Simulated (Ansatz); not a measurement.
# [NO2]− (nitrite): entropy by statistical mechanics

A singlet with charge -1, relaxed at PBE0/aug-cc-pVTZ (Ansatz 0.2.0):

```xyz
3

O     0.3236    0.9934    0.2881
N     0.3253   -0.2450    0.1518
O    -0.6489   -0.7484   -0.4399
```

Harmonic wavenumbers in cm⁻¹: 814, 1361, 1378.

Masses in u: O 15.999, N 14.007. Take T = 298.15 K, p = 1 bar, R = 8.3145 J/(mol K), kT/hc = 207.22 cm⁻¹, rigid rotor and harmonic oscillator.

Task: Work out S° at 298 K.

Result: 
1. Translation (Sackur–Tetrode): S = R[3/2 ln M + 5/2 ln T − 1.1517] with M = 46.005 gives 156.6 J/(mol K).
2. Rotation: principal moments 4.140, 36.075, 40.215 u Å² give A, B, C = 4.0714, 0.4673, 0.4192 cm⁻¹; the symmetry number is σ = 2; q = (√π/σ)√((kT/hc)³/ABC) = 2960; S = R(ln q + 3/2) = 78.9.
3. Vibration: with u = ν̃/207.22, each mode gives R[u/(eᵘ − 1) − ln(1 − e⁻ᵘ)]; the sum is 1.0, most from 814 cm⁻¹ (0.8), 1361 cm⁻¹ (0.1), 1378 cm⁻¹ (0.1).
4. Spin: R ln 1 = 0.0.
5. Sum: 156.6 + 78.9 + 1.0 + 0.0 = 236.5 J/(mol K).

No measured value is set beside it here.
